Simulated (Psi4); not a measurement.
# HNO (nitroxyl) at BP86/def2-TZVPD (sweep point 7)

Wanted: a geometry optimisation of HNO (nitroxyl). 

The calculation is run with Psi4 1.11.

5 further runs of the same task are left out: 5 set aside as unsound or not needed.

## (1) The system as given

The species is HNO (3 atoms), meant as a singlet with charge 0. SMILES: `N=O`. The coordinates come from a GFN2-xTB relaxation. The run starts from this shape.

Bond lengths: N1–O2 1.201 Å, N1–H3 1.062 Å. Angles: O2–N1–H3 112.4°.

## (2) A structure relaxation at BP86/def2-TZVPD (sweep point 7)

hno.dat

```
memory 1600 mb

molecule geom {
  N     -0.52145103     0.56166440    -0.21690276
  O      1.45240570     0.78996221     0.88089583
  H     -0.93095468    -1.35160771    -0.66401197
  units au
  symmetry c1
}

set globals {
  basis                def2-TZVPD
  reference            rks
  puream               true
  scf_type             pk
  dft_radial_points    150
  dft_spherical_points 974
  g_convergence        gau_tight
  geom_maxiter         50
}

optimize("bp86")
```

Launch:

```sh
psi4 hno.dat hno.out -n 1
```

Q: Predict the results. Wanted: total energy at the end; dipole moment; HOMO energy; LUMO energy; HOMO–LUMO gap.

Answer, from the run:

At BP86/def2-TZVPD (sweep point 7):

| quantity | value |
| --- | --- |
| total energy at the end | -130.53911 Eh |
| dipole moment | 1.51 D |
| HOMO energy | -5.68 eV |
| LUMO energy | -4.50 eV |
| HOMO–LUMO gap | 1.17 eV |

**Reading.** At the final geometry: Bond lengths: N1–O2 1.209 Å, N1–H3 1.083 Å. Angles: O2–N1–H3 108.7°. The optimisation took 7 steps and changed the energy by -0.024 eV.
